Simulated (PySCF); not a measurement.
HF was optimised in PySCF in the def2-TZVP basis family (density fitting, no spin–orbit coupling) with several functionals.

One of them gave a singlet of C∞v symmetry with a mean bond of 0.920 Å to H, wavenumbers 4155 cm⁻¹ and a HOMO–LUMO gap of 12.47 eV.

Task: Which level of theory was it?
A. PBE0
B. PBE
C. B3LYP

Result: A. That is PBE0, with H–F 0.920 Å. The others give B3LYP 0.924 Å and 4077 cm⁻¹ for the highest mode; PBE 0.932 Å and 3974 cm⁻¹ for the highest mode.

Each species is the lowest minimum found with this bonding; other isomers or fragments can lie lower.
